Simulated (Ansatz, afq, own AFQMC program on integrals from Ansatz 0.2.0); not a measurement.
# NH3⁺, doublet in 6-31G, levels against full CI

```csv
atom,x (Å),y (Å),z (Å)
N,0.0000,0.0000,0.0000
H,1.3466,0.0181,-0.0001
H,-0.6890,1.1571,-0.0036
H,-0.6576,-1.1752,0.0037
```

Basis 6-31G. Only valence electrons are correlated. AFQMC by an in-house program on the Cholesky factors that Ansatz 0.2.0 writes for its CCSD(T) run. The CISD trial takes its coefficients from CCSD amplitudes. Released means that phaseless walkers are propagated on without the constraint, phases kept. Uncertainties: one standard error, sampling alone.

Determinant: UHF, the one that the program's search chose, which needn't be the lowest solution. The geometry is a point of a scan.

Full CI on the same integrals is exact in this basis and with this determinant's frozen core.

Cautions: unrestricted determinant slightly spin contaminated (⟨S²⟩ 0.82 against 0.75).

* T1 diagnostic: 0.0241
* weight of the determinant in the CISD state: 0.916
* ⟨S²⟩ of the determinant: 0.816
* size of the correlated space: 7 electrons in 14 orbitals

Reference: full CI, correlation energy -3.642 eV. The released energy is read at 2.40 1/Eh (meV from the phaseless value at times in 1/Eh: -3 ± 3 at 0.24, 0.2 ± 2.2 at 0.51, 3.1 ± 1.6 at 0.99, -1.8 ± 1.6 at 1.62, 0.0 ± 1.5 at 2.40).

```tsv
level	E − E(reference) (kJ/mol)	share of correlation (%)
HF	351.4	0.00
MP2	70.4	79.96
CCSD	8.0	97.72
CCSD(T)	2.3	99.35
CCSDT	1.1	99.68
CCSDT(Q)	0.0	99.99
CCSDTQ	0.1	99.98
ph-AFQMC/CISD	0.0 ± 0.3	100.01
released AFQMC	0.0 ± 0.1	100.01
```

CCSDT and higher add their correlation energy to the determinant of the CCSD(T) run, since their own runs factorise the integrals more tightly (a shift of under 2 meV). A walk keeps the symmetry of its determinant, which the program's search chose and which needn't be the lowest solution, so a lower state of the same spin and another symmetry isn't excluded. Released energies are given only where the last usable release times agree within the noise; a slower fall can still hide under it.
